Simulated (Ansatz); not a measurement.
Results of G0W0@HSE06 in Ansatz (hard PAW, contour deformation, complete-basis limit) for litharge PbO.

Numerical settings: largest k mesh 4×4×4 (not extrapolated in the mesh).

Cell (measured lattice):

Space group P4/nmm, origin choice 1 (No. 129); a = b = 3.9750 Å, c = 5.0230 Å, α = β = γ = 90.00°

```tsv
atom	site	symmetry	x	y	z
Pb	2c	4mm	0.0000	0.5000	0.2368
O	2a	-4m2	0.0000	0.0000	0.0000
```

### Question
Give the computed band gap.

### Answer

* **band gap**: 2.33 eV

Note: filled d or f shells below the valence bands can shift G0W0 gaps through exchange with them, which wasn't tested here; GW on a hybrid start was not checked against another program; cell and atoms aren't relaxed at this level; the gap holds a correction of +0.47 eV to the complete basis.

Spin–orbit coupling is not included; with these elements it can move the gap by several tenths of an eV or more.

The computed numbers hold no vibrational or temperature effects.

Ansatz is a program for electronic structure.
